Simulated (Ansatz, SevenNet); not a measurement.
## hcp Zr: properties by level of theory

Reference values: lattice constant a 3.232 Å (measured, 293 K, not corrected to a static lattice; as tabulated in Wikipedia's data pages); lattice parameter c 5.148 Å (measured, 293 K, no zero-point or thermal correction; as tabulated in Wikipedia's data pages).

```csv
level (code),lattice constant a (Å),c axis length (Å)
SevenNet-l3i5,3.246,5.146
LDA (Ansatz),3.146,5.083
PBEsol (Ansatz),3.185,5.113
PBE-D4 (Ansatz),3.212,5.159
Hartree–Fock (Ansatz),3.379,5.287
```

Differences from the reference values (errors of the level alone only where the reference is corrected to a static lattice):

```
level          lattice constant a (%)  lattice parameter c (%)
-------------  ----------------------  -----------------------
SevenNet-l3i5                   +0.43                    -0.04
LDA                             -2.66                    -1.26
PBEsol                          -1.45                    -0.68
PBE-D4                          -0.62                    +0.21
Hartree–Fock                    +4.55                    +2.70
```

Nearest: lattice constant a, not ranked (reference at room or unstated temperature); lattice parameter c, not ranked (reference at room or unstated temperature).

Machine-learned potentials (SevenNet-l3i5) are trained on DFT data: a solid inside that data is no test of them.

Ansatz's density-functional and Hartree–Fock values are scalar-relativistic unless marked +SOC, with PAW data made under PBE.

Differences are worked out from the printed values.

Static lattice: no zero-point or thermal effects.

Ansatz is an electronic-structure program.
